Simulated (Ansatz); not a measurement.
# Si2H4S (SMILES [SiH2]1[SiH2]S1): one structure at several levels

A test off equilibrium: a structure displaced at random from a GFN2-xTB minimum is computed at several levels, and each is set against CCSD(T).

Method: single points in def2-TZVPP; program: Ansatz 0.2.0, Gaussian basis.

Cores are frozen in the correlated methods.

### Step 1. Where the work starts

SMILES `[SiH2]1[SiH2]S1`, 7 atoms, charge 0, spin multiplicity 1.

Atoms are counted from 1 here; the program's logs count them from 0.

Bond lengths: Si1–Si2 2.249 Å, Si1–S3 2.289 Å, Si1–H4 1.504 Å, Si1–H5 1.461 Å, Si2–S3 2.140 Å, Si2–H6 1.556 Å, Si2–H7 1.429 Å. Angles: Si2–Si1–S3 56.3°, Si2–Si1–H4 122.9°, Si2–Si1–H5 123.4°, S3–Si1–H4 109.0°, S3–Si1–H5 115.9°, H4–Si1–H5 112.7°, Si1–Si2–S3 62.8°, Si1–Si2–H6 120.8°, Si1–Si2–H7 128.4°, S3–Si2–H6 107.5°, S3–Si2–H7 117.7°, H6–Si2–H7 108.3°, Si1–S3–Si2 60.9°.

Coordinates:

```xyz
7
charge 0, multiplicity 1
Si   -0.93990   -0.12170   -0.69570
Si    0.84300    0.43890    0.55500
S     0.52620   -1.64420    0.18360
H    -2.30460   -0.36250   -0.11030
H    -0.96150   -0.02400   -2.15360
H     0.69980    0.66850    2.08760
H     2.08260    1.00740    0.12920
```

### Step 2. CCSD(T)/def2-TZVPP

File run/in.yaml:

```yaml
crystal:
  periodic: [false, false, false]
  atoms:
    - {symbol: Si, position_ang: [-0.939900, -0.121700, -0.695700]}
    - {symbol: Si, position_ang: [0.843000, 0.438900, 0.555000]}
    - {symbol: S, position_ang: [0.526200, -1.644200, 0.183600]}
    - {symbol: H, position_ang: [-2.304600, -0.362500, -0.110300]}
    - {symbol: H, position_ang: [-0.961500, -0.024000, -2.153600]}
    - {symbol: H, position_ang: [0.699800, 0.668500, 2.087600]}
    - {symbol: H, position_ang: [2.082600, 1.007400, 0.129200]}
basis:
  gaussian: {orbitals: def2-TZVPP}
correlation: {method: ccsd_t}
output: {forces: true}
```

No record of the launch command was kept for these runs.

### Step 3. PBE0-D4/def2-TZVPP

run/in.yaml: that of step 2 with these lines changed.

```diff
@@ -12,3 +12,3 @@
   gaussian: {orbitals: def2-TZVPP}
-correlation: {method: ccsd_t}
-output: {forces: true}
+hamiltonian: {xc: pbe0, dispersion: d4}
+output: {forces: true, orbitals: {seedname: orbitals}}
```

### Step 4. wB97M-V/def2-TZVPP

run/in.yaml: that of step 3 with these lines changed.

```diff
@@ -12,3 +12,3 @@
   gaussian: {orbitals: def2-TZVPP}
-hamiltonian: {xc: pbe0, dispersion: d4}
-output: {forces: true, orbitals: {seedname: orbitals}}
+hamiltonian: {xc: {name: wB97M-V}}
+output: {forces: true}
```

### Step 5. r2SCAN-D4/def2-TZVPP

run/in.yaml: that of step 4 with these lines changed.

```diff
@@ -12,3 +12,3 @@
   gaussian: {orbitals: def2-TZVPP}
-hamiltonian: {xc: {name: wB97M-V}}
+hamiltonian: {xc: r2scan, dispersion: d4}
 output: {forces: true}
```

### Step 6. PBE-D4/def2-TZVPP

run/in.yaml: that of step 5 with these lines changed.

```diff
@@ -12,3 +12,3 @@
   gaussian: {orbitals: def2-TZVPP}
-hamiltonian: {xc: r2scan, dispersion: d4}
+hamiltonian: {xc: pbe, dispersion: d4}
 output: {forces: true}
```

### Step 7. wB97X-V/def2-TZVPP

run/in.yaml: that of step 6 with these lines changed.

```diff
@@ -12,3 +12,3 @@
   gaussian: {orbitals: def2-TZVPP}
-hamiltonian: {xc: pbe, dispersion: d4}
+hamiltonian: {xc: {name: wB97X-V}}
 output: {forces: true}
```

### Step 8. BHLYP-D4/def2-TZVPP

run/in.yaml: that of step 7 with these lines changed.

```diff
@@ -12,3 +12,3 @@
   gaussian: {orbitals: def2-TZVPP}
-hamiltonian: {xc: {name: wB97X-V}}
+hamiltonian: {xc: {name: BHLYP}, dispersion: d4}
 output: {forces: true}
```

(Steps that only read results are left out.)

**Question.** What will these runs give? Wanted: energy less free atoms, CCSD(T)/def2-TZVPP; RMS force component; RMS force error; HOMO and LUMO, PBE0-D4; T1 diagnostic.

The runs gave:

| quantity | value |
| --- | --- |
| energy less free atoms, CCSD(T)/def2-TZVPP | -1972.6 kJ/mol |
| RMS force component | 0.725 to 0.812 eV/Å over the methods |
| RMS force error | PBE0-D4 0.124, wB97M-V 0.098, r2SCAN-D4 0.097, PBE-D4 0.149, wB97X-V 0.146, BHLYP-D4 0.129 eV/Å |
| HOMO and LUMO, PBE0-D4 | -7.25 and -0.87 eV |
| T1 diagnostic | 0.014 |

Against CCSD(T) the functionals' energies less atoms differ by -91.1 to -19.7 kJ/mol, PBE-D4 by -65.4 kJ/mol. The reference is not at the basis limit: in triple zeta CCSD(T) underbinds, which counts against methods that bind more; the gaps are no ranking. The forces of r2SCAN-D4 come nearest to CCSD(T), those of PBE-D4 are farthest. Frozen-core CCSD(T) forces in triple zeta carry basis errors of their own, and this is one geometry, so small gaps rank nothing.
